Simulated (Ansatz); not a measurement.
# One shape, several levels: BH5S (SMILES [BH3-][SH2+])

Aim: a comparison of 6 runs (UHF/STO-3G, B2PLYP/STO-3G, PBE/STO-3G, UB3LYP/STO-3G, BCCD(T)/STO-3G, CCSD/STO-3G) of BH5S. 

The calculation is run with Ansatz 0.2.0.

50 further runs of the same task are left out: 1 that didn't finish, 49 set aside as unsound or not needed.

**1. The molecule**

The species is BH5S (7 atoms), meant as a singlet with charge 0. As SMILES, `[BH3-][SH2+]`. The H4–B1 distance was set to 2.405 Å, away from the relaxed value. At this shape a bond of the SMILES string is far longer than usual.

Bond lengths: B1–S2 1.975 Å, B1–H3 1.207 Å, B1–H5 1.207 Å, S2–H6 1.346 Å, S2–H7 1.346 Å. Angles: B1–S2–H6 103.7°, B1–S2–H7 103.7°, S2–B1–H3 100.3°, S2–B1–H5 100.3°, H6–S2–H7 92.5°, H3–B1–H5 113.7°.

**2. The energy at UHF/STO-3G (run 1)**

input.yaml reads:

```yaml
crystal:
  periodic: [false, false, false]
  atoms:
    - {symbol: B, position_ang: [-0.706800, 0.524603, -1.168302]}
    - {symbol: S, position_ang: [0.387400, 1.963703, -0.373102]}
    - {symbol: H, position_ang: [-1.804400, 1.022503, -1.095502]}
    - {symbol: H, position_ang: [-0.344400, -1.447600, 0.159700]}
    - {symbol: H, position_ang: [-0.256600, 0.504003, -2.288502]}
    - {symbol: H, position_ang: [0.104800, 1.889903, 0.940898]}
    - {symbol: H, position_ang: [1.594200, 1.391603, -0.205102]}
basis:
  gaussian:
    orbitals: STO-3G
magnetization:
  spin_polarized: true
hamiltonian:
  xc: hf
accuracy: high
```

Run with:

```console
$ ansatz run input.yaml --threads 1 --pin off --max-ram 2610MiB --events-out events.jsonl --progress --plain --runs-dir runs
```

The program printed:

```text
Warning: RAYON_NUM_THREADS=1 ignored (pool sized by the plan → 1); use --threads N
Functional definition: HF
  name "HF"
  exchange = exact_x
  correlation = 0
332 factors; integrals over basis functions are off by at most 9.2e-9 eV
mean field evaluation 1: about -11430.2286 eV, gradient 1.1e1 eV
mean field evaluation 2: about -11430.2633 eV, gradient 1.1e1 eV
mean field evaluation 4: about -11432.8849 eV, gradient 1.6e0 eV
mean field evaluation 8: about -11432.9151 eV, gradient 2.5e-2 eV
mean field evaluation 16: about -11432.9151 eV, gradient 6.9e-5 eV
mean field evaluation 32: about -11435.1307 eV, gradient 1.5e-6 eV
mean field -11435.13071511 eV, -420.2333027703 hartree, gradient 1.8e-8 eV, S^2 0.869751; 3 other end points of the search recorded, 0 dependent functions left out
reference -11435.13071511 eV, -420.2333027703 hartree; 13, 13 occupied and 6, 6 virtual orbitals, 332 factors
Total energy: -11435.13071511 eV, -420.2333027703 hartree
```

Wall time 0.2 s (1 thread of Arm Neoverse V1, shared host).

**3. The energy at B2PLYP/STO-3G (run 2)**

job.yaml reads:

```yaml
crystal:
  periodic: [false, false, false]
  atoms:
    - {symbol: B, position_ang: [-0.706800, 0.524603, -1.168302]}
    - {symbol: S, position_ang: [0.387400, 1.963703, -0.373102]}
    - {symbol: H, position_ang: [-1.804400, 1.022503, -1.095502]}
    - {symbol: H, position_ang: [-0.344400, -1.447600, 0.159700]}
    - {symbol: H, position_ang: [-0.256600, 0.504003, -2.288502]}
    - {symbol: H, position_ang: [0.104800, 1.889903, 0.940898]}
    - {symbol: H, position_ang: [1.594200, 1.391603, -0.205102]}
basis:
  gaussian:
    orbitals: STO-3G
accuracy: high
hamiltonian:
  xc: {name: B2PLYP}
correlation:
  frozen_orbitals: {B: 1, H: 0, S: 5}
```

Run with:

```console
$ ansatz run job.yaml --threads 1 --pin off --max-ram 2610MiB --events-out events.jsonl --progress --plain --runs-dir runs
```

The program printed, cut to the lines that bear on the results:

```text
Warning: RAYON_NUM_THREADS=1 ignored (pool sized by the plan → 1); use --threads N
Functional definition: B2PLYP
  name "B2PLYP"
[...]
332 factors; integrals over basis functions are off by at most 9.2e-9 eV
[...]
mean field -11450.60079855 eV, -420.8018178508 hartree, gradient 3.3e-8 eV, S^2 0.000000; 0 other end points of the search recorded, 0 dependent functions left out; unrestricted orbitals would lower it
6 core orbitals not correlated: weight in the atoms' cores, before any rotation towards them, 1.000 or more for the frozen orbitals, at most 0.000 for the correlated occupied ones
reference -11450.60081772 eV, -420.8018185551 hartree; 7, 7 occupied and 6, 6 virtual orbitals, 332 factors
second order -4.69602556 eV of doubles, -0.00000000 eV of singles
Total energy: -11451.86874462 eV, -420.8484140093 hartree
```

It took 1.5 s on 1 thread of Arm Neoverse V1, shared host; peak memory 0.1 GiB.

Runs 3 to 4 aren't shown in full; the table further down has their settings and results.

**4. The energy at BCCD(T)/STO-3G (run 5)**

Changes to job.yaml since step 3:

```diff
@@ -11,8 +11,5 @@
 basis:
-  gaussian:
-    orbitals: STO-3G
+  gaussian: {orbitals: STO-3G}
+correlation: {method: bccd_t, frozen_orbitals: {B: 1, H: 0, S: 5}}
 accuracy: high
-hamiltonian:
-  xc: {name: B2PLYP}
-correlation:
-  frozen_orbitals: {B: 1, H: 0, S: 5}
+scf: {omitted_lower_state_checks: [cluster_reference, increment]}
```

Run with:

```console
$ ansatz run job.yaml --threads 1 --pin off --max-ram 2610MiB --events-out events.jsonl --progress --plain --runs-dir runs
```

The program printed, cut to the lines that bear on the results:

```text
Warning: RAYON_NUM_THREADS=1 ignored (pool sized by the plan → 1); use --threads N
[... 2 set-up lines as earlier in the session ...]
[...]
332 factors; integrals over basis functions are off by at most 9.2e-9 eV
[...]
mean field -11432.91513601 eV, -420.1518817403 hartree, gradient 1.3e-8 eV, S^2 0.000000; 1 other end points of the search recorded, 0 dependent functions left out; unrestricted orbitals would lower it
6 core orbitals not correlated: weight in the atoms' cores, before any rotation towards them, 1.000 or more for the frozen orbitals, at most 0.000 for the correlated occupied ones
reference -11432.91513601 eV, -420.1518817403 hartree; 7, 7 occupied and 6, 6 virtual orbitals, 332 factors
second order -3.36647553 eV of doubles, -0.00000000 eV of singles
cycle   1  -3.83986365 eV  change    -1.2e0 eV  update   1.3e-1
[...]
cycle  23  -5.23765462 eV  change   4.5e-10 eV  update  5.0e-10
perturbative correction -0.06971246 eV, -0.0025618857 hartree
WARN: these amplitudes may be one of several solutions (largest doubles amplitude 0.46, level shift 4.76 eV)
Total energy: -11438.22250309 eV, -420.3469238830 hartree
Checks for a lower state left out: cluster_reference, increment
```

It took 0.2 s on 1 thread of Arm Neoverse V1, shared host.

**5. A single-point energy at CCSD/STO-3G (run 6)**

in.yaml reads:

```yaml
crystal:
  periodic: [false, false, false]
  atoms:
    - {symbol: B, position_ang: [-0.706800, 0.524603, -1.168302]}
    - {symbol: S, position_ang: [0.387400, 1.963703, -0.373102]}
    - {symbol: H, position_ang: [-1.804400, 1.022503, -1.095502]}
    - {symbol: H, position_ang: [-0.344400, -1.447600, 0.159700]}
    - {symbol: H, position_ang: [-0.256600, 0.504003, -2.288502]}
    - {symbol: H, position_ang: [0.104800, 1.889903, 0.940898]}
    - {symbol: H, position_ang: [1.594200, 1.391603, -0.205102]}
basis:
  gaussian: {orbitals: STO-3G}
magnetization: {spin_polarized: false}
correlation: {method: ccsd, frozen_orbitals: {B: 1, H: 0, S: 5}}
accuracy: high
scf: {omitted_lower_state_checks: [cluster_reference, increment]}
```

Run with:

```console
$ ansatz run in.yaml --threads 1 --pin off --max-ram 2610MiB --events-out events.jsonl --progress --plain --runs-dir runs
```

The program printed, cut to the lines that bear on the results:

```text
Warning: RAYON_NUM_THREADS=1 ignored (pool sized by the plan → 1); use --threads N
[... 2 set-up lines as earlier in the session ...]
[...]
332 factors; integrals over basis functions are off by at most 9.2e-9 eV
[...]
mean field -11432.91513601 eV, -420.1518817403 hartree, gradient 1.3e-8 eV, S^2 0.000000; 1 other end points of the search recorded, 0 dependent functions left out; unrestricted orbitals would lower it
6 core orbitals not correlated: weight in the atoms' cores, before any rotation towards them, 1.000 or more for the frozen orbitals, at most 0.000 for the correlated occupied ones
reference -11432.91513601 eV, -420.1518817403 hartree; 7, 7 occupied and 6, 6 virtual orbitals, 332 factors
second order -3.36647553 eV of doubles, -0.00000000 eV of singles
cycle   1  -3.80977819 eV  change    -1.1e0 eV  update   1.3e-1
[...]
cycle  24  -5.23690439 eV  change   3.3e-10 eV  update  1.3e-10
WARN: these amplitudes may be one of several solutions (largest doubles amplitude 0.47, level shift 4.76 eV)
Total energy: -11438.15204040 eV, -420.3443344269 hartree
Checks for a lower state left out: cluster_reference, increment
```

Wall time 0.16 s (1 thread of Arm Neoverse V1, shared host).

**6. The series**

```csv
run,level,frozen core orbitals,energy (Eh),wall time
1,UHF/STO-3G,–,-420.233303,0.2 s
2,B2PLYP/STO-3G,6,-420.848414,1.5 s
3,PBE/STO-3G,–,-420.855655,1.3 s
4,UB3LYP/STO-3G,–,-421.106559,4.2 s
5,BCCD(T)/STO-3G,6,-420.346924,0.2 s
6,CCSD/STO-3G,6,-420.344334,0.16 s
```

**7. What came out**

| quantity | value |
| --- | --- |
| run 6: total energy | -420.34433 Eh |
| run 6: correlation energy (6 core orbitals frozen) | -192.5 mEh |
| run 6: T1 diagnostic | 0.034 |

What this shows: Below the UHF energy at the same shape and in the same basis (STO-3G): BCCD(T) -113.6 mEh; CCSD -111.0 mEh. Some of these start from another determinant than that one, so these aren't their correlation energies. Totals of different functionals can't be ranked against each other. In run 6 the T1 diagnostic is large, so a single reference may not serve. In runs 2, 5, 6 the log says that unrestricted orbitals would lower the reference, so the values rest on an unstable closed-shell determinant (other closed-shell runs at this shape may share the fault). In runs 1, 2, 3, 4, 5, 6 the basis is minimal, so the values are rough. Spin contamination of the reference: run 1 ⟨S²⟩ = 0.87, run 4 ⟨S²⟩ = 0.49. Where it is this large, the reference is a mixture of spin states, and values that rest on it are in doubt. All runs together took 7.6 s, the longest 4.2 s.
